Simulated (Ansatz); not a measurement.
**H2O (singlet): the correlation ladder at angle H2–O1–H3 = 103.6°, 6-31G**

One table from this session's results is given with a row withheld; the runs are named, their logs left out.

Computed with Ansatz 0.2.0, Gaussian basis. Level: 6-31G, core rule «outside noble gas», up to 1 orbitals frozen.

To be run: UHF; CCSD(T) on RHF; BCCD(T) on RHF; CISD; CCSDT(Q) on RHF; CCSDTQ on RHF; CASSCF and MRCISD+Q, 2 electrons in 2 orbitals; CASSCF and NEVPT2, 2 electrons in 2 orbitals; CASSCF and MRCISD+Q, 8 electrons in 6 orbitals; CASSCF and NEVPT2, 8 electrons in 6 orbitals; Full CI.

9 further runs of the same task are left out: 1 for a mislabelled method, 4 that didn't finish, 4 set aside as unsound or not needed.

### The system

The geometry derives from a PBE0/def2-TZVP stationary point (not a proven minimum). One angle is set to the value named; bond lengths are kept.

3 atoms, charge 0, spin multiplicity 1.

Atoms are counted from 1 here; the program's logs count them from 0.

Bond lengths: O1–H2 0.960 Å, O1–H3 0.960 Å. Angles: H2–O1–H3 103.6°.

The first run:

in.yaml

```yaml
crystal:
  periodic: [false, false, false]
  atoms:
    - {symbol: O, position_ang: [0.000000, -0.066398, 0.000000]}
    - {symbol: H, position_ang: [0.000000, 0.526983, -0.754053]}
    - {symbol: H, position_ang: [0.000000, 0.526983, 0.754053]}
basis:
  gaussian: {orbitals: 6-31G}
magnetization: {spin_polarized: true, initial_magnetization: 0}
hamiltonian: {xc: hf}
output: {orbitals: {seedname: orbitals}}
```

Run with:

```bash
> ansatz run in.yaml --threads 1 --pin off --events-out ev --progress --plain --max-ram 2393MiB
```

Among the steps run: UHF; CCSD(T) on RHF; BCCD(T) on RHF; CISD; CCSDT(Q) on RHF; CCSDTQ on RHF; CASSCF and MRCISD+Q, 2 electrons in 2 orbitals; CASSCF and NEVPT2, 2 electrons in 2 orbitals; CASSCF and MRCISD+Q, 8 electrons in 6 orbitals; CASSCF and NEVPT2, 8 electrons in 6 orbitals; Full CI.

One table of the session follows, with a row left open; its other results are not shown here.

```
          method  from FCI (kcal/mol)
             RHF               +85.48
            RMP2                +5.14
            CISD                +4.26
           RCCSD                +0.95
        RCCSD(T)                +0.33
         BCCD(T)                    ?
          RCCSDT                +0.28
       RCCSDT(Q)                -0.01
         RCCSDTQ                +0.01
     CASSCF pair               +71.49
     NEVPT2 pair                +3.35
     MRCISD pair                +3.13
   MRCISD+Q pair                +0.80
  CASSCF valence               +50.65
  NEVPT2 valence                +6.54
  MRCISD valence                +1.63
MRCISD+Q valence                +0.46
             FCI                    0
```

Estimate the missing values for BCCD(T).

The run gave: from FCI (kcal/mol): +0.34. In the column «from FCI (kcal/mol)» it lies between RCCSD(T) (+0.33) and MRCISD+Q valence (+0.46).
